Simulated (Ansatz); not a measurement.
AlPO₄ (P3₂21, No. 154), treated with PBEsol in Ansatz (plane waves, PAW).

Run with plane-wave cutoff 520 eV, 6×6×4 k mesh (along the axes of the cell as run), scalar-relativistic PAW data made under PBE.

Computed at the level's own relaxed cell.

```yaml
crystal:
  lattice:
    - [4.98090, 0.00000, 0.00000]
    - [-2.49045, 4.31359, 0.00000]
    - [0.00000, 0.00000, 11.02478]
  atoms:
    - { symbol: Al, position: [0.46732, 0.00000, 0.16667] }
    - { symbol: Al, position: [0.00000, 0.46732, 0.83333] }
    - { symbol: Al, position: [0.53268, 0.53268, 0.50000] }
    - { symbol: P, position: [0.46747, 0.00000, 0.66667] }
    - { symbol: P, position: [0.00000, 0.46747, 0.33333] }
    - { symbol: P, position: [0.53253, 0.53253, 0.00000] }
    - { symbol: O, position: [0.41543, 0.29081, 0.10239] }
    - { symbol: O, position: [0.29081, 0.41543, 0.89761] }
    - { symbol: O, position: [0.70919, 0.12462, 0.76906] }
    - { symbol: O, position: [0.58457, 0.87538, 0.56428] }
    - { symbol: O, position: [0.87538, 0.58457, 0.43572] }
    - { symbol: O, position: [0.12462, 0.70919, 0.23094] }
    - { symbol: O, position: [0.41455, 0.25703, 0.61608] }
    - { symbol: O, position: [0.25703, 0.41455, 0.38392] }
    - { symbol: O, position: [0.74297, 0.15752, 0.28275] }
    - { symbol: O, position: [0.58545, 0.84248, 0.05059] }
    - { symbol: O, position: [0.84248, 0.58545, 0.94941] }
    - { symbol: O, position: [0.15752, 0.74297, 0.71725] }
```

Q: Give the elastic tensor (Voigt notation, GPa, ions relaxed, in the Cartesian axes of the cell as printed).

A: 
```
   59.7     7.0     9.5   -12.9     0.0     0.0
    7.0    59.7     9.5    12.9     0.0     0.0
    9.5     9.5    77.2     0.0     0.0     0.0
  -12.9    12.9     0.0    39.9     0.0     0.0
    0.0     0.0     0.0     0.0    39.9   -12.9
    0.0     0.0     0.0     0.0   -12.9    26.3
```

Note: the relaxation could not lower the start's symmetry, so the cell can be a saddle point above a distorted one.

Static lattice: no zero-point or thermal effects.

Ansatz is a quantum-chemistry and plane-wave program.
